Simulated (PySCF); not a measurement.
```xyz
5
charge 0 multiplicity 1, angstrom
S     0.0000    0.0000    0.3835
F     1.5145    0.0000   -0.1615
F     0.0000    1.5145   -0.1615
F    -1.5145    0.0000   -0.1615
F     0.0000   -1.5145   -0.1615
```

These are results of PBE0 in PySCF with S def2-TZVP, F def2-TZVP; no relativity; density-fitted integrals, not measurements.

This geometry of SF₄ is a stationary point at this level.

**Question.** What is the point group?

**Answer.** C4v.

**Question.** Is it a minimum?

**Answer.** No: it has 1 imaginary mode, at 162i cm⁻¹ (b1).

**Question.** Which band is strongest in the infrared?

**Answer.** 809 cm⁻¹ (e), 741 km/mol.

**Question.** What are the dipole moment and the gap between the highest occupied and lowest empty levels?

**Answer.** 1.02 D and 8.67 eV.

Other isomers or separated fragments may lie lower. At this level a singlet minimum of C2v symmetry lies 44 kJ/mol below this structure.
